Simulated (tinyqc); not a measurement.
Worked calculation (part 1 of 2): UHF in the sto-3g basis, for LiH, spin multiplicity 3. Computed by tinyqc, a small Python program that keeps every step (integrals from PySCF). Settings: charge = 0, multiplicity = 3, basis = sto-3g, energy threshold = 1e-08, iteration cap = 72, orthogonalisation = canonical, start = core, DIIS depth = 0, shift = 0.2, method = UHF. Command: `OMP_NUM_THREADS=1 python tinyqc.py 24918 24919 out.jsonl` (the two numbers bound the seeds that draw the settings). One thread of a shared host (Intel(R) Xeon(R) Processor @ 2.60GHz), about 0.1 s of CPU time with the checks. Later iterations appear only in the table of the cycle.

## One-electron integrals

Geometry (angstrom):
```
atom         x         y         z
Li    0.000000  0.000000  0.000000
H     0.000000  0.000000  3.110000
```

Basis sto-3g: exponents (1/bohr^2) and contraction coefficients of normalised primitives:
```
element  l (shell)   exponent  coefficient
Li           s (1)  16.119575     0.154329
Li           s (1)   2.936201     0.535328
Li           s (1)   0.794651     0.444635
Li           s (2)   0.636290    -0.099967
Li           s (2)   0.147860     0.399513
Li           s (2)   0.048089     0.700115
Li           p (3)   0.636290     0.155916
Li           p (3)   0.147860     0.607684
Li           p (3)   0.048089     0.391957
H            s (1)   3.425251     0.154329
H            s (1)   0.623914     0.535328
H            s (1)   0.168855     0.444635
```

Overlap, kinetic and nuclear-attraction integrals over the contracted functions; the nuclear repulsion is the sum of Za Zb / Rab.

nuclear repulsion = 0.51046033 hartree

overlap S, lower triangle:
```
           1Li 1s    1Li 2s   1Li 2px   1Li 2py   1Li 2pz     2H 1s
1Li 1s   1.000000
1Li 2s   0.241137  1.000000
1Li 2px  0.000000  0.000000  1.000000
1Li 2py  0.000000  0.000000  0.000000  1.000000
1Li 2pz  0.000000  0.000000  0.000000  0.000000  1.000000
2H 1s    0.001381  0.110577  0.000000  0.000000  0.173574  1.000000
```

kinetic energy T (hartree), lower triangle:
```
            1Li 1s     1Li 2s   1Li 2px   1Li 2py   1Li 2pz     2H 1s
1Li 1s    3.576786
1Li 2s   -0.020237   0.102163
1Li 2px   0.000000   0.000000  0.319682
1Li 2py   0.000000   0.000000  0.000000  0.319682
1Li 2pz   0.000000   0.000000  0.000000  0.000000  0.319682
2H 1s    -0.001398  -0.002728  0.000000  0.000000  0.002423  0.760032
```

nuclear attraction V (hartree), lower triangle:
```
            1Li 1s     1Li 2s    1Li 2px    1Li 2py    1Li 2pz      2H 1s
1Li 1s   -8.153035
1Li 2s   -1.005373  -1.376228
1Li 2px   0.000000   0.000000  -1.355910
1Li 2py   0.000000   0.000000   0.000000  -1.355910
1Li 2pz  -0.004263  -0.050599   0.000000   0.000000  -1.387466
2H 1s    -0.004752  -0.139419   0.000000   0.000000  -0.220103  -1.737074
```

core Hamiltonian H = T + V (hartree), lower triangle:
```
            1Li 1s     1Li 2s    1Li 2px    1Li 2py    1Li 2pz      2H 1s
1Li 1s   -4.576248
1Li 2s   -1.025611  -1.274065
1Li 2px   0.000000   0.000000  -1.036228
1Li 2py   0.000000   0.000000   0.000000  -1.036228
1Li 2pz  -0.004263  -0.050599   0.000000   0.000000  -1.067784
2H 1s    -0.006150  -0.142148   0.000000   0.000000  -0.217680  -0.977042
```

## Two-electron integrals

Functions are numbered as in S; the eight-fold symmetry (ij|kl) = (ji|kl) = (kl|ij) leaves the list below.

Two-electron integrals (ij|kl) in chemists' order, unique and non-zero (hartree):
```
(11|11) 1.680395   (21|11) 0.265420   (21|21) 0.049941   (22|11) 0.397727
(22|21) 0.092860   (22|22) 0.290562   (31|31) 0.008981   (32|31) 0.013788
(32|32) 0.064184   (33|11) 0.396640   (33|21) 0.092880   (33|22) 0.290497
(33|33) 0.312946   (41|41) 0.008981   (42|41) 0.013788   (42|42) 0.064184
(43|43) 0.016869   (44|11) 0.396640   (44|21) 0.092880   (44|22) 0.290497
(44|33) 0.279207   (44|44) 0.312946   (51|51) 0.008981   (52|51) 0.013788
(52|52) 0.064184   (53|53) 0.016869   (54|54) 0.016869   (55|11) 0.396640
(55|21) 0.092880   (55|22) 0.290497   (55|33) 0.279207   (55|44) 0.279207
(55|55) 0.312946   (61|11) 0.001285   (61|21) 0.000254   (61|22) 0.000519
(61|33) 0.000508   (61|44) 0.000508   (61|51) 0.000045   (61|52) 0.000096
(61|55) 0.000541   (61|61) 1.61e-06   (62|11) 0.023897   (62|21) 0.005747
(62|22) 0.022431   (62|33) 0.021103   (62|44) 0.021103   (62|51) 0.000738
(62|52) 0.006932   (62|55) 0.025056   (62|61) 0.000040   (62|62) 0.005248
(63|31) 0.000158   (63|32) 0.001195   (63|53) 0.000654   (63|63) 0.000154
(64|41) 0.000158   (64|42) 0.001195   (64|54) 0.000654   (64|64) 0.000154
(65|11) 0.036703   (65|21) 0.008837   (65|22) 0.034741   (65|33) 0.032580
(65|44) 0.032580   (65|51) 0.001150   (65|52) 0.010924   (65|55) 0.039015
(65|61) 0.000062   (65|62) 0.008394   (65|65) 0.013441   (66|11) 0.170153
(66|21) 0.041030   (66|22) 0.168776   (66|33) 0.158621   (66|44) 0.158621
(66|51) 0.004263   (66|52) 0.049722   (66|55) 0.188752   (66|61) 0.000277
(66|62) 0.055668   (66|65) 0.089999   (66|66) 0.774606
```

## Orthogonalisation

S = U s U^T; canonical form X = U s^(-1/2), so that X^T S X = 1. Each column of U has its largest component positive (the first on a tie).

eigenvalues of S: 0.721270  0.849528  1.000000  1.000000  1.149147  1.280055

X:
```
                 1          2          3         4          5         6
1Li 1s   -0.667302   0.459401   0.000000  0.000000  -0.394369  0.500620
1Li 2s    0.774180  -0.283139   0.000000  0.000000  -0.246942  0.579268
1Li 2px   0.000000   0.000000  -0.056459  0.998405   0.000000  0.000000
1Li 2py   0.000000   0.000000   0.998405  0.056459   0.000000  0.000000
1Li 2pz   0.309046   0.711192   0.000000  0.000000   0.613229  0.232659
2H 1s    -0.496274  -0.616533   0.000000  0.000000   0.526929  0.375386
```

Within a degenerate level the vectors are fixed only up to a rotation; this is one choice.

## Starting guess

The start is the orbitals of the core Hamiltonian; D(s) = C_occ C_occ^T for each spin.

D(alpha) at the start, lower triangle:
```
            1Li 1s     1Li 2s   1Li 2px   1Li 2py   1Li 2pz     2H 1s
1Li 1s    1.061993
1Li 2s   -0.256960   1.064959
1Li 2px   0.000000   0.000000  0.000000
1Li 2py   0.000000   0.000000  0.000000  0.000000
1Li 2pz   0.004153  -0.021410  0.000000  0.000000  0.867601
2H 1s     0.005894  -0.017590  0.000000  0.000000  0.221105  0.056490
```

D(beta) at the start, lower triangle:
```
            1Li 1s     1Li 2s   1Li 2px   1Li 2py   1Li 2pz     2H 1s
1Li 1s    1.011102
1Li 2s   -0.024223   0.000580
1Li 2px   0.000000   0.000000  0.000000
1Li 2py   0.000000   0.000000  0.000000  0.000000
1Li 2pz   0.000497  -0.000012  0.000000  0.000000  0.000000
2H 1s     0.002320  -0.000056  0.000000  0.000000  0.000001  0.000005
```

## Iteration 1: building the Fock matrix

J_ij = sum D_kl (ij|kl) with D = D(alpha) + D(beta), K_ij = sum D_kl (ik|jl) for each spin; F = H + J - K(s); E = tr D H + tr D J / 2 - 0.5 sum_s tr D(s) K(s) + E_nn.

Coulomb J (hartree), lower triangle:
```
           1Li 1s    1Li 2s   1Li 2px   1Li 2py   1Li 2pz     2H 1s
1Li 1s   4.127295
1Li 2s   0.707713  1.358060
1Li 2px  0.000000  0.000000  1.344447
1Li 2py  0.000000  0.000000  0.000000  1.344447
1Li 2pz  0.000217  0.004775  0.000000  0.000000  1.378128
2H 1s    0.003581  0.098331  0.000000  0.000000  0.152262  0.752778
```

exchange K(alpha) (hartree), lower triangle:
```
            1Li 1s    1Li 2s   1Li 2px   1Li 2py   1Li 2pz     2H 1s
1Li 1s    1.709167
1Li 2s    0.277915  0.373079
1Li 2px   0.000000  0.000000  0.085699
1Li 2py   0.000000  0.000000  0.000000  0.085699
1Li 2pz  -0.000162  0.000602  0.000000  0.000000  0.359959
2H 1s     0.003477  0.044346  0.000000  0.000000  0.089094  0.098473
```

exchange K(beta) (hartree), lower triangle:
```
           1Li 1s    1Li 2s   1Li 2px   1Li 2py   1Li 2pz     2H 1s
1Li 1s   1.686227
1Li 2s   0.257633  0.046190
1Li 2px  0.000000  0.000000  0.008451
1Li 2py  0.000000  0.000000  0.000000  0.008451
1Li 2pz  0.000285  0.000069  0.000000  0.000000  0.008455
2H 1s    0.001128  0.000208  0.000000  0.000000  0.000037  0.000002
```

F(alpha) (hartree), lower triangle:
```
            1Li 1s     1Li 2s   1Li 2px   1Li 2py    1Li 2pz      2H 1s
1Li 1s   -2.158121
1Li 2s   -0.595814  -0.289084
1Li 2px   0.000000   0.000000  0.222520
1Li 2py   0.000000   0.000000  0.000000  0.222520
1Li 2pz  -0.003884  -0.046427  0.000000  0.000000  -0.049615
2H 1s    -0.006045  -0.088163  0.000000  0.000000  -0.154512  -0.322737
```

F(beta) (hartree), lower triangle:
```
            1Li 1s     1Li 2s   1Li 2px   1Li 2py    1Li 2pz      2H 1s
1Li 1s   -2.135180
1Li 2s   -0.575531   0.037805
1Li 2px   0.000000   0.000000  0.299768
1Li 2py   0.000000   0.000000  0.000000  0.299768
1Li 2pz  -0.004331  -0.045893  0.000000  0.000000   0.301889
2H 1s    -0.003697  -0.044025  0.000000  0.000000  -0.065455  -0.224266
```

total energy of this density = -7.43344319 hartree

## Iteration 1: diagonalisation and new density

A level shift of 0.2 hartree raises the virtual space: F + shift (S - S D(s) S), with D(s) the density of one spin. Diagonalise F' = X^T F X, C = X C', fill 3 alpha and 1 beta electrons from the bottom; D(s) = C_occ C_occ^T. Each column has its largest component positive (the first on a tie).

F' = X^T F X (alpha) (hartree), lower triangle:
```
           1          2         3         4          5          6
1  -0.459171
2   0.458598  -0.240158
3   0.000000   0.000000  0.422520
4   0.000000   0.000000  0.000000  0.422520
5  -0.429059   0.419355  0.000000  0.000000  -0.613397
6   0.602987  -0.494719  0.000000  0.000000   0.537416  -1.095410
```

orbital energies (alpha) (hartree): MO1 -2.161121, MO2 -0.288365, MO3 -0.091302, MO4 0.132652, MO5 0.422520, MO6 0.422520

coefficients C (alpha):
```
               MO1        MO2        MO3        MO4        MO5       MO6
1Li 1s    0.989693  -0.113001  -0.263102  -0.031716   0.000000  0.000000
1Li 2s    0.039687   0.390341   0.953019   0.117756   0.000000  0.000000
1Li 2px   0.000000   0.000000   0.000000   0.000000   0.952544  0.304402
1Li 2py   0.000000   0.000000   0.000000   0.000000  -0.304402  0.952544
1Li 2pz   0.002785   0.472101  -0.276913   0.855520   0.000000  0.000000
2H 1s    -0.001602   0.680574  -0.321568  -0.691650   0.000000  0.000000
```

F' = X^T F X (beta) (hartree), lower triangle:
```
           1          2         3         4          5          6
1  -0.178213
2   0.400068  -0.002224
3   0.000000   0.000000  0.499768
4   0.000000   0.000000  0.000000  0.499768
5  -0.446440   0.644868  0.000000  0.000000  -0.243908
6   0.840873  -0.521938  0.000000  0.000000   0.626139  -0.795661
```

orbital energies (beta) (hartree): MO1 -2.136416, MO2 -0.026572, MO3 0.407238, MO4 0.499768, MO5 0.499768, MO6 0.535743

coefficients C (beta):
```
               MO1        MO2        MO3       MO4        MO5        MO6
1Li 1s    0.994012  -0.015056  -0.265561  0.000000   0.000000   0.060660
1Li 2s    0.023749   0.049522   1.008501  0.000000   0.000000  -0.236563
1Li 2px   0.000000   0.000000   0.000000  0.999979  -0.006436   0.000000
1Li 2py   0.000000   0.000000   0.000000  0.006436   0.999979   0.000000
1Li 2pz   0.002432   0.052773   0.249030  0.000000   0.000000   0.983197
2H 1s    -0.002475   0.982936  -0.212512  0.000000   0.000000  -0.183406
```

D(alpha) after iteration 1, lower triangle:
```
            1Li 1s     1Li 2s   1Li 2px   1Li 2py   1Li 2pz     2H 1s
1Li 1s    1.061484
1Li 2s   -0.255572   1.062187
1Li 2px   0.000000   0.000000  0.000000
1Li 2py   0.000000   0.000000  0.000000  0.000000
1Li 2pz   0.022264  -0.079512  0.000000  0.000000  0.299568
2H 1s     0.006115  -0.040868  0.000000  0.000000  0.410341  0.566589
```

D(beta) after iteration 1, lower triangle:
```
            1Li 1s     1Li 2s   1Li 2px   1Li 2py    1Li 2pz     2H 1s
1Li 1s    0.988061
1Li 2s    0.023607   0.000564
1Li 2px   0.000000   0.000000  0.000000
1Li 2py   0.000000   0.000000  0.000000  0.000000
1Li 2pz   0.002417   0.000058  0.000000  0.000000   0.000006
2H 1s    -0.002460  -0.000059  0.000000  0.000000  -0.000006  0.000006
```

Within a degenerate level the vectors are fixed only up to a rotation; this is one choice.

## Iteration 2: building the Fock matrix

As before.

Coulomb J (hartree), lower triangle:
```
           1Li 1s    1Li 2s   1Li 2px   1Li 2py   1Li 2pz     2H 1s
1Li 1s   3.986998
1Li 2s   0.677364  1.290205
1Li 2px  0.000000  0.000000  1.277097
1Li 2py  0.000000  0.000000  0.000000  1.277097
1Li 2pz  0.001551  0.027052  0.000000  0.000000  1.309234
2H 1s    0.003420  0.114592  0.000000  0.000000  0.179391  1.066115
```

exchange K(alpha) (hartree), lower triangle:
```
           1Li 1s     1Li 2s   1Li 2px   1Li 2py   1Li 2pz     2H 1s
1Li 1s   1.703814
1Li 2s   0.270349   0.340306
1Li 2px  0.000000   0.000000  0.076243
1Li 2py  0.000000   0.000000  0.000000  0.076243
1Li 2pz  0.001138  -0.007950  0.000000  0.000000  0.203165
2H 1s    0.002991   0.071179  0.000000  0.000000  0.147673  0.516447
```

exchange K(beta) (hartree), lower triangle:
```
           1Li 1s    1Li 2s   1Li 2px   1Li 2py   1Li 2pz     2H 1s
1Li 1s   1.672886
1Li 2s   0.272812  0.053863
1Li 2px  0.000000  0.000000  0.009560
1Li 2py  0.000000  0.000000  0.000000  0.009560
1Li 2pz  0.000896  0.000252  0.000000  0.000000  0.009556
2H 1s    0.001511  0.000324  0.000000  0.000000  0.000059  0.000004
```

F(alpha) (hartree), lower triangle:
```
            1Li 1s     1Li 2s   1Li 2px   1Li 2py    1Li 2pz      2H 1s
1Li 1s   -2.293064
1Li 2s   -0.618596  -0.324166
1Li 2px   0.000000   0.000000  0.164625
1Li 2py   0.000000   0.000000  0.000000  0.164625
1Li 2pz  -0.003850  -0.015597  0.000000  0.000000   0.038285
2H 1s    -0.005720  -0.098736  0.000000  0.000000  -0.185962  -0.427374
```

F(beta) (hartree), lower triangle:
```
            1Li 1s     1Li 2s   1Li 2px   1Li 2py    1Li 2pz     2H 1s
1Li 1s   -2.262136
1Li 2s   -0.621059  -0.037723
1Li 2px   0.000000   0.000000  0.231308
1Li 2py   0.000000   0.000000  0.000000  0.231308
1Li 2pz  -0.003607  -0.023800  0.000000  0.000000   0.231894
2H 1s    -0.004241  -0.027880  0.000000  0.000000  -0.038348  0.089069
```

total energy of this density = -7.68441407 hartree

## Iteration 2: diagonalisation and new density

As before.

F' = X^T F X (alpha) (hartree), lower triangle:
```
           1          2         3         4          5          6
1  -0.500646
2   0.529192  -0.215886
3   0.000000   0.000000  0.364625
4   0.000000   0.000000  0.000000  0.364625
5  -0.347739   0.580076  0.000000  0.000000  -0.681225
6   0.698140  -0.431284  0.000000  0.000000   0.544729  -1.183043
```

orbital energies (alpha) (hartree): MO1 -2.295229, MO2 -0.442319, MO3 -0.145324, MO4 0.302072, MO5 0.364625, MO6 0.364625

coefficients C (alpha):
```
               MO1        MO2        MO3        MO4       MO5        MO6
1Li 1s    0.991558  -0.054247  -0.274256  -0.033805  0.000000   0.000000
1Li 2s    0.032914   0.185678   1.012413   0.124556  0.000000   0.000000
1Li 2px   0.000000   0.000000   0.000000   0.000000  0.998502  -0.054713
1Li 2py   0.000000   0.000000   0.000000   0.000000  0.054713   0.998502
1Li 2pz   0.002054   0.281340  -0.149341   0.964377  0.000000   0.000000
2H 1s    -0.001655   0.875743  -0.222562  -0.478024  0.000000   0.000000
```

F' = X^T F X (beta) (hartree), lower triangle:
```
           1          2         3         4          5          6
1  -0.166677
2   0.497080   0.036149
3   0.000000   0.000000  0.431308
4   0.000000   0.000000  0.000000  0.431308
5  -0.538823   0.521989  0.000000  0.000000  -0.211736
6   0.792359  -0.625070  0.000000  0.000000   0.753345  -0.827948
```

orbital energies (beta) (hartree): MO1 -2.264671, MO2 0.256043, MO3 0.366378, MO4 0.431308, MO5 0.431308, MO6 0.472040

coefficients C (beta):
```
               MO1        MO2        MO3       MO4        MO5        MO6
1Li 1s    0.991556  -0.111994  -0.258202  0.000000   0.000000  -0.009724
1Li 2s    0.032935   0.403374   0.954522  0.000000   0.000000   0.033844
1Li 2px   0.000000   0.000000   0.000000  0.992097  -0.125476   0.000000
1Li 2py   0.000000   0.000000   0.000000  0.125476   0.992097   0.000000
1Li 2pz   0.002201   0.269180  -0.126022  0.000000   0.000000   0.971153
2H 1s    -0.003014   0.793355  -0.446828  0.000000   0.000000  -0.464642
```

D(alpha) after iteration 2, lower triangle:
```
            1Li 1s     1Li 2s   1Li 2px   1Li 2py   1Li 2pz     2H 1s
1Li 1s    1.061347
1Li 2s   -0.255096   1.060539
1Li 2px   0.000000   0.000000  0.000000
1Li 2py   0.000000   0.000000  0.000000  0.000000
1Li 2pz   0.027732  -0.098888  0.000000  0.000000  0.101459
2H 1s     0.011891  -0.062773  0.000000  0.000000  0.279616  0.816462
```

D(beta) after iteration 2, lower triangle:
```
            1Li 1s     1Li 2s   1Li 2px   1Li 2py    1Li 2pz     2H 1s
1Li 1s    0.983184
1Li 2s    0.032657   0.001085
1Li 2px   0.000000   0.000000  0.000000
1Li 2py   0.000000   0.000000  0.000000  0.000000
1Li 2pz   0.002182   0.000072  0.000000  0.000000   0.000005
2H 1s    -0.002989  -0.000099  0.000000  0.000000  -0.000007  0.000009
```

Within a degenerate level the vectors are fixed only up to a rotation; this is one choice.

## Iteration 3: building the Fock matrix

As before.

Coulomb J (hartree), lower triangle:
```
           1Li 1s    1Li 2s   1Li 2px   1Li 2py   1Li 2pz     2H 1s
1Li 1s   3.936490
1Li 2s   0.666172  1.264213
1Li 2px  0.000000  0.000000  1.251434
1Li 2py  0.000000  0.000000  0.000000  1.251434
1Li 2pz  0.001844  0.033976  0.000000  0.000000  1.282560
2H 1s    0.003359  0.120817  0.000000  0.000000  0.189803  1.194164
```

exchange K(alpha) (hartree), lower triangle:
```
           1Li 1s     1Li 2s   1Li 2px   1Li 2py   1Li 2pz     2H 1s
1Li 1s   1.701968
1Li 2s   0.267545   0.325776
1Li 2px  0.000000   0.000000  0.072624
1Li 2py  0.000000   0.000000  0.000000  0.072624
1Li 2pz  0.001100  -0.017703  0.000000  0.000000  0.133767
2H 1s    0.002367   0.070960  0.000000  0.000000  0.134054  0.681038
```

exchange K(beta) (hartree), lower triangle:
```
           1Li 1s    1Li 2s   1Li 2px   1Li 2py   1Li 2pz     2H 1s
1Li 1s   1.669520
1Li 2s   0.275605  0.055443
1Li 2px  0.000000  0.000000  0.009799
1Li 2py  0.000000  0.000000  0.000000  0.009799
1Li 2pz  0.000782  0.000226  0.000000  0.000000  0.009793
2H 1s    0.001626  0.000361  0.000000  0.000000  0.000066  0.000005
```

F(alpha) (hartree), lower triangle:
```
            1Li 1s     1Li 2s   1Li 2px   1Li 2py    1Li 2pz      2H 1s
1Li 1s   -2.341726
1Li 2s   -0.626983  -0.335627
1Li 2px   0.000000   0.000000  0.142581
1Li 2py   0.000000   0.000000  0.000000  0.142581
1Li 2pz  -0.003519   0.001080  0.000000  0.000000   0.081009
2H 1s    -0.005158  -0.092291  0.000000  0.000000  -0.161931  -0.463917
```

F(beta) (hartree), lower triangle:
```
            1Li 1s     1Li 2s   1Li 2px   1Li 2py    1Li 2pz     2H 1s
1Li 1s   -2.309279
1Li 2s   -0.635043  -0.065295
1Li 2px   0.000000   0.000000  0.205406
1Li 2py   0.000000   0.000000  0.000000  0.205406
1Li 2pz  -0.003201  -0.016849  0.000000  0.000000   0.204984
2H 1s    -0.004417  -0.021692  0.000000  0.000000  -0.027943  0.217117
```

total energy of this density = -7.75771677 hartree
